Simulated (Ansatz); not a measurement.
**C₃H₆FN: basis-set convergence**

The task here is to estimate one member of a computed series from the others.

Method: one geometry, several basis sets; program: Ansatz 0.2.0, Gaussian basis.

Plan: PBE0-D4/def2-SVP; ωB97M-V/def2-SVP; PBE0-D4/def2-QZVPP; ωB97M-V/def2-QZVPP; the functionals' def2-TZVPP values are taken from earlier runs.

### The relaxed structure

An earlier PBE0-D4 in a triple-zeta def2 set relaxation fixed the geometry.

SMILES `C/C=C(\N)F`, 11 atoms, charge 0, spin multiplicity 1.

Atoms are counted from 1 here; the program's logs count them from 0.

Bond lengths: C1–C2 1.491 Å, C1–H6 1.093 Å, C1–H7 1.094 Å, C1–H8 1.096 Å, C2–C3 1.328 Å, C2–H9 1.083 Å, C3–N4 1.376 Å, C3–F5 1.342 Å, N4–H10 1.010 Å, N4–H11 1.007 Å. Angles: C2–C1–H6 110.8°, C2–C1–H7 112.4°, C2–C1–H8 112.4°, H6–C1–H7 106.7°, H6–C1–H8 106.9°, H7–C1–H8 107.2°, C1–C2–C3 124.6°, C1–C2–H9 119.0°, C3–C2–H9 116.3°, C2–C3–N4 129.9°, C2–C3–F5 120.0°, N4–C3–F5 110.0°, C3–N4–H10 113.7°, C3–N4–H11 114.1°, H10–N4–H11 112.5°.

The first run:

Input file in.yaml:

```yaml
crystal:
  periodic: [false, false, false]
  atoms:
    - {symbol: C, position_ang: [-1.296402, -0.540973, 0.422312]}
    - {symbol: C, position_ang: [-0.270613, 0.517184, 0.651389]}
    - {symbol: C, position_ang: [0.885160, 0.600652, 0.002590]}
    - {symbol: N, position_ang: [1.451255, -0.262863, -0.907688]}
    - {symbol: F, position_ang: [1.724565, 1.616622, 0.254203]}
    - {symbol: H, position_ang: [-2.303933, -0.118128, 0.448469]}
    - {symbol: H, position_ang: [-1.184268, -1.026501, -0.551709]}
    - {symbol: H, position_ang: [-1.261017, -1.329213, 1.182553]}
    - {symbol: H, position_ang: [-0.446311, 1.262664, 1.416723]}
    - {symbol: H, position_ang: [1.941259, 0.202206, -1.658128]}
    - {symbol: H, position_ang: [0.825806, -0.978751, -1.240216]}
basis:
  gaussian: {orbitals: def2-SVP}
hamiltonian: {xc: pbe0, dispersion: d4}
output: {orbitals: {seedname: orbitals}}
```

Command:

```sh
ansatz run in.yaml --threads 4 --pin off --events-out ev --progress --plain --max-ram 10444MiB
```

Among the steps run: PBE0-D4 in def2-SVP; ωB97M-V in def2-SVP; PBE0-D4 in def2-QZVPP; ωB97M-V in def2-QZVPP.

One table of the session follows, with a row left open; its other results are not shown here.

It belongs to the step «Functionals by basis». 

```
functional       basis  HOMO (eV)  LUMO (eV)
   PBE0-D4    def2-SVP      -5.90       1.52
   PBE0-D4  def2-TZVPP      -6.05       0.87
   PBE0-D4  def2-QZVPP      -6.09       0.44
   ωB97M-V    def2-SVP      -8.10       3.21
   ωB97M-V  def2-TZVPP      -8.27       2.30
   ωB97M-V  def2-QZVPP          ?          ?
```

Q: Estimate the row for ωB97M-V, def2-QZVPP from the others.

**Answer.** HOMO (eV): -8.31; LUMO (eV): 1.61. In the column «HOMO (eV)» it is the lowest.
